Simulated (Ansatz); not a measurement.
## Cost against result

The pair of HCl (SMILES Cl, atoms 1–2) and CH3F (SMILES CF, atoms 3–7), both closed shells, in one local arrangement (a lower one may exist), relaxed at PBE0-D4/def2-TZVP:

```csv
atom,x (Å),y (Å),z (Å)
Cl1,-0.5658,-0.1862,-2.7655
H2,-0.0166,0.4113,-1.7651
C3,0.0933,-0.0924,0.9523
F4,0.5501,0.8441,0.0341
H5,-0.5086,0.4242,1.7006
H6,0.9570,-0.5675,1.4187
H7,-0.5094,-0.8334,0.4248
```

Interaction energies are counterpoise-corrected; the time is that of the whole pair.

Program: Ansatz 0.2.0. Basis: as named in each row. Cores are frozen in the correlated methods. B3LYP uses VWN-RPA correlation. Extrapolation: Hartree–Fock as exp(−7.88 √X), correlation as X^−2.97.

Times are rough, for one single point on 2 threads of a shared host (Arm Neoverse V2).

The estimate by CCSD(T) at an estimated basis limit (MP2 extrapolated from triple and quadruple zeta, plus CCSD(T) − MP2 in triple zeta) is -0.161 eV.

| method | basis | time (s) | interaction energy (eV) | method less estimate |
| --- | --- | --- | --- | --- |
| HF | STO-3G | under 1 | -0.046 | 0.115 |
| PBE-D4 | STO-3G | under 1 | -0.273 | -0.112 |
| SPW92 | def2-SVP | under 1 | -0.272 | -0.111 |
| B3LYP-D4 | 6-31G | under 1 | -0.218 | -0.057 |
| PBE-D4 | def2-SVP | under 1 | -0.183 | -0.021 |
| PBE0-D4 | def2-SVP | under 1 | -0.182 | -0.020 |
| CCSD(T) | def2-SVP | 1 | -0.097 | 0.064 |
| PBE-D4 | def2-TZVPPD | 2 | -0.171 | -0.009 |
| revPBE-D4 | def2-TZVPPD | 2 | -0.138 | 0.024 |
| BLYP-D4 | def2-TZVPPD | 2 | -0.152 | 0.009 |
| PBE0-D4 | def2-TZVPPD | 3 | -0.166 | -0.005 |
| HSE06-D4 | def2-TZVPPD | 3 | -0.166 | -0.004 |
| wB97M-V | def2-SVP | 3 | -0.164 | -0.003 |
| B3LYP-D4 | def2-TZVPPD | 3 | -0.162 | 0.000 |
| r2SCAN-D4 | def2-TZVPPD | 4 | -0.173 | -0.012 |
| B2PLYP | def2-TZVPPD | 4 | -0.135 | 0.026 |
| wB97X-V | def2-TZVPPD | 7 | -0.160 | 0.002 |
| B97M-V | def2-TZVPPD | 8 | -0.168 | -0.007 |
| wB97M-V | def2-TZVPPD | 8 | -0.157 | 0.004 |
| MP2 | def2-QZVPPD | 13 | -0.164 | -0.003 |
| CCSD(T) | def2-TZVPPD | 55 | -0.140 | 0.021 |

T1 diagnostic: at most 0.011.
